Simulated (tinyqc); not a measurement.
Worked calculation (part 1 of 2): UKS/LDA (VWN5) in the sto-3g basis, for NH, spin multiplicity 3. Computed by tinyqc, a small Python program that keeps every step (integrals from PySCF). Settings: charge = 0, multiplicity = 3, basis = sto-3g, energy threshold = 1e-09, iteration cap = 76, orthogonalisation = symmetric, start = core, DIIS depth = 3, method = UKS, functional = lda,vwn, grid = [15, 50]. Command: `OMP_NUM_THREADS=1 python tinyqc.py 28930 28931 out.jsonl` (the two numbers bound the seeds that draw the settings). One thread of a shared host (Intel(R) Xeon(R) Processor @ 2.60GHz), about 1 s of CPU time with the checks. Later iterations appear only in the table of the cycle.

## One-electron integrals

Geometry (angstrom):
```
atom         x         y         z
N     0.000000  0.000000  0.000000
H     0.000000  0.000000  1.663000
```

Basis sto-3g: exponents (1/bohr^2) and contraction coefficients of normalised primitives:
```
element  l (shell)   exponent  coefficient
N            s (1)  99.106169     0.154329
N            s (1)  18.052312     0.535328
N            s (1)   4.885660     0.444635
N            s (2)   3.780456    -0.099967
N            s (2)   0.878497     0.399513
N            s (2)   0.285714     0.700115
N            p (3)   3.780456     0.155916
N            p (3)   0.878497     0.607684
N            p (3)   0.285714     0.391957
H            s (1)   3.425251     0.154329
H            s (1)   0.623914     0.535328
H            s (1)   0.168855     0.444635
```

Overlap, kinetic and nuclear-attraction integrals over the contracted functions; the nuclear repulsion is the sum of Za Zb / Rab.

nuclear repulsion = 2.22744466 hartree

overlap S, lower triangle:
```
           1N 1s     1N 2s    1N 2px    1N 2py    1N 2pz     2H 1s
1N 1s   1.000000
1N 2s   0.235038  1.000000
1N 2px  0.000000  0.000000  1.000000
1N 2py  0.000000  0.000000  0.000000  1.000000
1N 2pz  0.000000  0.000000  0.000000  0.000000  1.000000
2H 1s   0.013312  0.186116  0.000000  0.000000  0.204078  1.000000
```

kinetic energy T (hartree), lower triangle:
```
            1N 1s      1N 2s    1N 2px    1N 2py    1N 2pz     2H 1s
1N 1s   21.990753
1N 2s   -0.128416   0.606994
1N 2px   0.000000   0.000000  1.899358
1N 2py   0.000000   0.000000  0.000000  1.899358
1N 2pz   0.000000   0.000000  0.000000  0.000000  1.899358
2H 1s   -0.003679  -0.007708  0.000000  0.000000  0.028554  0.760032
```

nuclear attraction V (hartree), lower triangle:
```
             1N 1s      1N 2s     1N 2px     1N 2py     1N 2pz      2H 1s
1N 1s   -46.504170
1N 2s    -5.507737  -7.182456
1N 2px    0.000000   0.000000  -7.114888
1N 2py    0.000000   0.000000   0.000000  -7.114888
1N 2pz   -0.005866  -0.074642   0.000000   0.000000  -7.152519
2H 1s    -0.318648  -0.926678   0.000000   0.000000  -0.892841  -3.449682
```

core Hamiltonian H = T + V (hartree), lower triangle:
```
             1N 1s      1N 2s     1N 2px     1N 2py     1N 2pz      2H 1s
1N 1s   -24.513417
1N 2s    -5.636153  -6.575462
1N 2px    0.000000   0.000000  -5.215530
1N 2py    0.000000   0.000000   0.000000  -5.215530
1N 2pz   -0.005866  -0.074642   0.000000   0.000000  -5.253161
2H 1s    -0.322327  -0.934386   0.000000   0.000000  -0.864287  -2.689650
```

## Two-electron integrals

Functions are numbered as in S; the eight-fold symmetry (ij|kl) = (ji|kl) = (kl|ij) leaves the list below.

Two-electron integrals (ij|kl) in chemists' order, unique and non-zero (hartree):
```
(11|11) 4.166630   (21|11) 0.640849   (21|21) 0.117461   (22|11) 0.969864
(22|21) 0.220936   (22|22) 0.708245   (31|31) 0.020960   (32|31) 0.032452
(32|32) 0.156449   (33|11) 0.967124   (33|21) 0.220977   (33|22) 0.708086
(33|33) 0.762805   (41|41) 0.020960   (42|41) 0.032452   (42|42) 0.156449
(43|43) 0.041119   (44|11) 0.967124   (44|21) 0.220977   (44|22) 0.708086
(44|33) 0.680568   (44|44) 0.762805   (51|51) 0.020960   (52|51) 0.032452
(52|52) 0.156449   (53|53) 0.041119   (54|54) 0.041119   (55|11) 0.967124
(55|21) 0.220977   (55|22) 0.708086   (55|33) 0.680568   (55|44) 0.680568
(55|55) 0.762805   (61|11) 0.036652   (61|21) 0.006671   (61|22) 0.012500
(61|33) 0.012476   (61|44) 0.012476   (61|51) 0.000322   (61|52) 0.000614
(61|55) 0.012549   (61|61) 0.000384   (62|11) 0.116239   (62|21) 0.026926
(62|22) 0.099254   (62|33) 0.097133   (62|44) 0.097133   (62|51) 0.002192
(62|52) 0.018873   (62|55) 0.103392   (62|61) 0.001570   (62|62) 0.020381
(63|31) 0.002378   (63|32) 0.014930   (63|53) 0.003540   (63|63) 0.002290
(64|41) 0.002378   (64|42) 0.014930   (64|54) 0.003540   (64|64) 0.002290
(65|11) 0.105949   (65|21) 0.024804   (65|22) 0.097344   (65|33) 0.093148
(65|44) 0.093148   (65|51) 0.003992   (65|52) 0.031043   (65|55) 0.105622
(65|61) 0.001487   (65|62) 0.023959   (65|65) 0.030026   (66|11) 0.317542
(66|21) 0.074610   (66|22) 0.315195   (66|33) 0.304369   (66|44) 0.304369
(66|51) 0.005750   (66|52) 0.070502   (66|55) 0.336581   (66|61) 0.004350
(66|62) 0.092848   (66|65) 0.122684   (66|66) 0.774606
```

## Orthogonalisation

S = U s U^T; symmetric (Loewdin) form X = U s^(-1/2) U^T, so that X^T S X = 1.

eigenvalues of S: 0.673588  0.849264  1.000000  1.000000  1.137795  1.339353

X, lower triangle:
```
            1N 1s      1N 2s    1N 2px    1N 2py     1N 2pz     2H 1s
1N 1s    1.021857
1N 2s   -0.123627   1.036138
1N 2px   0.000000   0.000000  1.000000
1N 2py   0.000000   0.000000  0.000000  1.000000
1N 2pz  -0.001982   0.015518  0.000000  0.000000   1.016555
2H 1s    0.010875  -0.100109  0.000000  0.000000  -0.107268  1.030578
```

## Starting guess

The start is the orbitals of the core Hamiltonian; D(s) = C_occ C_occ^T for each spin.

D(alpha) at the start, lower triangle:
```
            1N 1s      1N 2s    1N 2px    1N 2py     1N 2pz     2H 1s
1N 1s    1.059272
1N 2s   -0.253054   1.080124
1N 2px   0.000000   0.000000  1.000000
1N 2py   0.000000   0.000000  0.000000  1.000000
1N 2pz  -0.004839   0.025387  0.000000  0.000000   1.029113
2H 1s    0.016218  -0.067173  0.000000  0.000000  -0.090112  0.011799
```

D(beta) at the start, lower triangle:
```
            1N 1s      1N 2s    1N 2px    1N 2py     1N 2pz     2H 1s
1N 1s    1.059272
1N 2s   -0.253054   1.080124
1N 2px   0.000000   0.000000  0.000000
1N 2py   0.000000   0.000000  0.000000  0.000000
1N 2pz  -0.004839   0.025387  0.000000  0.000000   1.029113
2H 1s    0.016218  -0.067173  0.000000  0.000000  -0.090112  0.011799
```

## Iteration 1: exchange-correlation on the grid

Becke grid with 15 radial and 50 angular points per atom, points of zero weight dropped. rho = sum D_ij phi_i phi_j; V_xc,ij = sum w v_xc phi_i phi_j; v_xc is d(rho eps)/d rho(s) for spin s.

The 16 grid points with the largest w rho, of 1493 (bohr, atomic units):
```
x                  y          z         w  rho(alpha)  rho(beta)     eps_xc  v_xc(alpha)
-0.396538  -0.396538  -1.189614  0.207343    0.127800   0.110566  -0.518366    -0.689972
0.396538   -0.396538  -1.189614  0.207343    0.127800   0.110566  -0.518366    -0.689972
-0.396538   0.396538  -1.189614  0.207343    0.127800   0.110566  -0.518366    -0.689972
0.396538    0.396538  -1.189614  0.207343    0.127800   0.110566  -0.518366    -0.689972
0.000000   -0.929964  -0.929964  0.232027    0.127443   0.080049  -0.500239    -0.682926
-0.929964   0.000000  -0.929964  0.232027    0.127443   0.080049  -0.500239    -0.682926
0.929964    0.000000  -0.929964  0.232027    0.127443   0.080049  -0.500239    -0.682926
0.000000    0.929964  -0.929964  0.232027    0.127443   0.080049  -0.500239    -0.682926
0.000000    0.929964   0.929964  0.228489    0.128822   0.081427  -0.502183    -0.685362
0.929964    0.000000   0.929964  0.228489    0.128822   0.081427  -0.502183    -0.685362
-0.929964   0.000000   0.929964  0.228489    0.128822   0.081427  -0.502183    -0.685362
0.000000   -0.929964   0.929964  0.228489    0.128822   0.081427  -0.502183    -0.685362
0.396538    0.396538   1.189614  0.197033    0.128144   0.110909  -0.518826    -0.690561
-0.396538   0.396538   1.189614  0.197033    0.128144   0.110909  -0.518826    -0.690561
0.396538   -0.396538   1.189614  0.197033    0.128144   0.110909  -0.518826    -0.690561
-0.396538  -0.396538   1.189614  0.197033    0.128144   0.110909  -0.518826    -0.690561
```

electrons on the grid, sum of w rho = 7.997983

E_xc = sum of w rho eps_xc = -7.05294354 hartree

V_xc(alpha) (hartree), lower triangle:
```
            1N 1s      1N 2s     1N 2px     1N 2py     1N 2pz      2H 1s
1N 1s   -2.566474
1N 2s   -0.370159  -0.720503
1N 2px   0.000000   0.000000  -0.713721
1N 2py   0.000000   0.000000   0.000000  -0.713721
1N 2pz  -0.000268  -0.000217   0.000000   0.000000  -0.721991
2H 1s   -0.021298  -0.082066   0.000000   0.000000  -0.071600  -0.130059
```

V_xc(beta) (hartree), lower triangle:
```
            1N 1s      1N 2s     1N 2px     1N 2py     1N 2pz      2H 1s
1N 1s   -2.536907
1N 2s   -0.348541  -0.612571
1N 2px   0.000000   0.000000  -0.581143
1N 2py   0.000000   0.000000   0.000000  -0.581143
1N 2pz  -0.000329  -0.000450   0.000000   0.000000  -0.662378
2H 1s   -0.020151  -0.072976   0.000000   0.000000  -0.067096  -0.126264
```

## Iteration 1: building the Kohn-Sham matrix

J_ij = sum D_kl (ij|kl) with D = D(alpha) + D(beta); F = H + J + V_xc; E = tr D H + tr D J / 2 + E_xc + E_nn.

Coulomb J (hartree), lower triangle:
```
            1N 1s     1N 2s    1N 2px    1N 2py    1N 2pz     2H 1s
1N 1s   14.138910
1N 2s    2.598839  6.181115
1N 2px   0.000000  0.000000  6.147309
1N 2py   0.000000  0.000000  0.000000  6.147309
1N 2pz   0.001018  0.000702  0.000000  0.000000  6.228921
2H 1s    0.147907  0.830541  0.000000  0.000000  0.802134  2.536043
```

F(alpha) (hartree), lower triangle:
```
             1N 1s      1N 2s    1N 2px    1N 2py     1N 2pz      2H 1s
1N 1s   -12.940982
1N 2s    -3.407473  -1.114850
1N 2px    0.000000   0.000000  0.218058
1N 2py    0.000000   0.000000  0.000000  0.218058
1N 2pz   -0.005116  -0.074157  0.000000  0.000000   0.253769
2H 1s    -0.195717  -0.185911  0.000000  0.000000  -0.133753  -0.283666
```

F(beta) (hartree), lower triangle:
```
             1N 1s      1N 2s    1N 2px    1N 2py     1N 2pz      2H 1s
1N 1s   -12.911414
1N 2s    -3.385855  -1.006918
1N 2px    0.000000   0.000000  0.350636
1N 2py    0.000000   0.000000  0.000000  0.350636
1N 2pz   -0.005176  -0.074390  0.000000  0.000000   0.313383
2H 1s    -0.194570  -0.176820  0.000000  0.000000  -0.129248  -0.279872
```

total energy of this density = -53.35616013 hartree

## Iteration 1: diagonalisation and new density

Diagonalise F' = X^T F X, C = X C', fill 5 alpha and 3 beta electrons from the bottom; D(s) = C_occ C_occ^T. Each column has its largest component positive (the first on a tie).

F' = X^T F X (alpha) (hartree), lower triangle:
```
            1          2         3         4          5          6
1  -12.672873
2   -1.865883  -0.492720
3    0.000000   0.000000  0.218058
4    0.000000   0.000000  0.000000  0.218058
5   -0.005245  -0.051938  0.000000  0.000000   0.286254
6    0.010169  -0.089206  0.000000  0.000000  -0.133947  -0.241678
```

orbital energies (alpha) (hartree): MO1 -12.952312, MO2 -0.347473, MO3 -0.141090, MO4 0.218058, MO5 0.218058, MO6 0.319858

coefficients C (alpha):
```
              MO1        MO2        MO3        MO4       MO5        MO6
1N 1s    0.992277  -0.155784  -0.224989   0.000000  0.000000   0.009736
1N 2s    0.031187   0.548605   0.892638   0.000000  0.000000  -0.019663
1N 2px   0.000000   0.000000   0.000000  -0.009528  0.999955   0.000000
1N 2py   0.000000   0.000000   0.000000   0.999955  0.009528   0.000000
1N 2pz   0.001303   0.141047  -0.016441   0.000000  0.000000   1.012408
2H 1s   -0.003910   0.714771  -0.681556   0.000000  0.000000  -0.329100
```

F' = X^T F X (beta) (hartree), lower triangle:
```
            1          2         3         4          5          6
1  -12.645810
2   -1.860133  -0.383759
3    0.000000   0.000000  0.350636
4    0.000000   0.000000  0.000000  0.350636
5   -0.005274  -0.051012  0.000000  0.000000   0.346907
6    0.009677  -0.090624  0.000000  0.000000  -0.135993  -0.238774
```

orbital energies (beta) (hartree): MO1 -12.921791, MO2 -0.316621, MO3 -0.061748, MO4 0.350636, MO5 0.350636, MO6 0.378723

coefficients C (beta):
```
              MO1        MO2        MO3        MO4       MO5        MO6
1N 1s    0.992650  -0.109126  -0.249399   0.000000  0.000000   0.011609
1N 2s    0.029759   0.366746   0.981302   0.000000  0.000000  -0.028047
1N 2px   0.000000   0.000000   0.000000  -0.037285  0.999305   0.000000
1N 2py   0.000000   0.000000   0.000000   0.999305  0.037285   0.000000
1N 2pz   0.001261   0.128263   0.024659   0.000000  0.000000   1.013940
2H 1s   -0.003724   0.836856  -0.535442   0.000000  0.000000  -0.310961
```

D(alpha) after iteration 1, lower triangle:
```
            1N 1s      1N 2s    1N 2px    1N 2py    1N 2pz     2H 1s
1N 1s    1.059503
1N 2s   -0.255351   1.098743
1N 2px   0.000000   0.000000  1.000000
1N 2py   0.000000   0.000000  0.000000  1.000000
1N 2pz  -0.016981   0.062744  0.000000  0.000000  0.020166
2H 1s    0.038114  -0.216377  0.000000  0.000000  0.112016  0.975431
```

D(beta) after iteration 1, lower triangle:
```
            1N 1s      1N 2s    1N 2px    1N 2py    1N 2pz     2H 1s
1N 1s    1.059463
1N 2s   -0.255217   1.098343
1N 2px   0.000000   0.000000  0.000000
1N 2py   0.000000   0.000000  0.000000  0.000000
1N 2pz  -0.018895   0.071275  0.000000  0.000000  0.017061
2H 1s    0.038519  -0.218628  0.000000  0.000000  0.094129  0.987041
```

Within a degenerate level the vectors are fixed only up to a rotation; this is one choice.

## Iteration 2: exchange-correlation on the grid

As before.

The 16 grid points with the largest w rho, of 1493 (bohr, atomic units):
```
x                  y          z         w  rho(alpha)  rho(beta)     eps_xc  v_xc(alpha)
0.929964    0.929964   0.000000  0.232009    0.127735   0.032926  -0.483673    -0.670902
-0.929964   0.929964   0.000000  0.232009    0.127735   0.032926  -0.483673    -0.670902
0.929964   -0.929964   0.000000  0.232009    0.127735   0.032926  -0.483673    -0.670902
-0.929964  -0.929964   0.000000  0.232009    0.127735   0.032926  -0.483673    -0.670902
-0.396538  -1.189614   0.396538  0.207142    0.121409   0.035403  -0.476541    -0.661500
0.396538   -1.189614   0.396538  0.207142    0.121409   0.035403  -0.476541    -0.661500
-1.189614  -0.396538   0.396538  0.207142    0.121409   0.035403  -0.476541    -0.661500
1.189614   -0.396538   0.396538  0.207142    0.121409   0.035403  -0.476541    -0.661500
-1.189614   0.396538   0.396538  0.207142    0.121409   0.035403  -0.476541    -0.661500
1.189614    0.396538   0.396538  0.207142    0.121409   0.035403  -0.476541    -0.661500
-0.396538   1.189614   0.396538  0.207142    0.121409   0.035403  -0.476541    -0.661500
0.396538    1.189614   0.396538  0.207142    0.121409   0.035403  -0.476541    -0.661500
0.396538    1.189614  -0.396538  0.207342    0.117327   0.030859  -0.471043    -0.653180
-0.396538   1.189614  -0.396538  0.207342    0.117327   0.030859  -0.471043    -0.653180
1.189614    0.396538  -0.396538  0.207342    0.117327   0.030859  -0.471043    -0.653180
-1.189614   0.396538  -0.396538  0.207342    0.117327   0.030859  -0.471043    -0.653180
```

electrons on the grid, sum of w rho = 7.997895

E_xc = sum of w rho eps_xc = -6.57647599 hartree

V_xc(alpha) (hartree), lower triangle:
```
            1N 1s      1N 2s     1N 2px     1N 2py     1N 2pz      2H 1s
1N 1s   -2.549574
1N 2s   -0.357570  -0.658387
1N 2px   0.000000   0.000000  -0.676887
1N 2py   0.000000   0.000000   0.000000  -0.676887
1N 2pz  -0.001461  -0.017276   0.000000   0.000000  -0.608813
2H 1s   -0.020569  -0.093069   0.000000   0.000000  -0.095596  -0.507698
```

V_xc(beta) (hartree), lower triangle:
```
            1N 1s      1N 2s     1N 2px     1N 2py     1N 2pz      2H 1s
1N 1s   -2.517845
1N 2s   -0.333043  -0.532582
1N 2px   0.000000   0.000000  -0.529009
1N 2py   0.000000   0.000000   0.000000  -0.529009
1N 2pz  -0.002130  -0.022434   0.000000   0.000000  -0.526008
2H 1s   -0.019270  -0.082793   0.000000   0.000000  -0.090522  -0.506274
```

## Iteration 2: building the Kohn-Sham matrix

As before.

Coulomb J (hartree), lower triangle:
```
            1N 1s     1N 2s    1N 2px    1N 2py    1N 2pz     2H 1s
1N 1s   12.847013
1N 2s    2.307832  5.402370
1N 2px   0.000000  0.000000  5.401212
1N 2py   0.000000  0.000000  0.000000  5.401212
1N 2pz   0.018267  0.174438  0.000000  0.000000  5.384960
2H 1s    0.131721  0.814498  0.000000  0.000000  0.843837  3.419549
```

F(alpha) (hartree), lower triangle:
```
             1N 1s      1N 2s     1N 2px     1N 2py     1N 2pz     2H 1s
1N 1s   -14.215977
1N 2s    -3.685892  -1.831479
1N 2px    0.000000   0.000000  -0.491206
1N 2py    0.000000   0.000000   0.000000  -0.491206
1N 2pz    0.010940   0.082521   0.000000   0.000000  -0.477013
2H 1s    -0.211175  -0.212957   0.000000   0.000000  -0.116047  0.222201
```

F(beta) (hartree), lower triangle:
```
             1N 1s      1N 2s     1N 2px     1N 2py     1N 2pz     2H 1s
1N 1s   -14.184249
1N 2s    -3.661364  -1.705674
1N 2px    0.000000   0.000000  -0.343328
1N 2py    0.000000   0.000000   0.000000  -0.343328
1N 2pz    0.010270   0.077362   0.000000   0.000000  -0.394209
2H 1s    -0.209875  -0.202681   0.000000   0.000000  -0.110973  0.223625
```

total energy of this density = -53.42415805 hartree

## Iteration 2: DIIS over 2 matrices

error matrix X^T (FDS - SDF) X (alpha):
```
           1          2         3         4          5          6
1   0.000000   0.000941  0.000000  0.000000   0.001961  -0.002333
2  -0.000941   0.000000  0.000000  0.000000  -0.141506   0.046623
3   0.000000   0.000000  0.000000  0.000000   0.000000   0.000000
4   0.000000   0.000000  0.000000  0.000000   0.000000   0.000000
5  -0.001961   0.141506  0.000000  0.000000   0.000000  -0.253572
6   0.002333  -0.046623  0.000000  0.000000   0.253572   0.000000
```

B (overlaps of the stored error matrices):
```
                1               2
1   1.1963688e-01  -1.2387074e-01
2  -1.2387074e-01   3.1873011e-01
```

Minimise |sum c_i e_i|^2 with sum c_i = 1: solve [B -1; -1 0][c; lambda] = [0; -1] with B_ij = tr e_i^T e_j summed over both spins, and take F = sum c_i F_i.

DIIS coefficients: 0.645089  0.354911

extrapolated F(alpha) (hartree), lower triangle:
```
             1N 1s      1N 2s     1N 2px     1N 2py     1N 2pz      2H 1s
1N 1s   -13.393492
1N 2s    -3.506287  -1.369190
1N 2px    0.000000   0.000000  -0.033668
1N 2py    0.000000   0.000000   0.000000  -0.033668
1N 2pz    0.000582  -0.018550   0.000000   0.000000  -0.005594
2H 1s    -0.201203  -0.195510   0.000000   0.000000  -0.127469  -0.104128
```

extrapolated F(beta) (hartree), lower triangle:
```
             1N 1s      1N 2s    1N 2px    1N 2py     1N 2pz      2H 1s
1N 1s   -13.363157
1N 2s    -3.483636  -1.254915
1N 2px    0.000000   0.000000  0.104340
1N 2py    0.000000   0.000000  0.000000  0.104340
1N 2pz    0.000306  -0.020531  0.000000  0.000000   0.062251
2H 1s    -0.200002  -0.185999  0.000000  0.000000  -0.122762  -0.101175
```
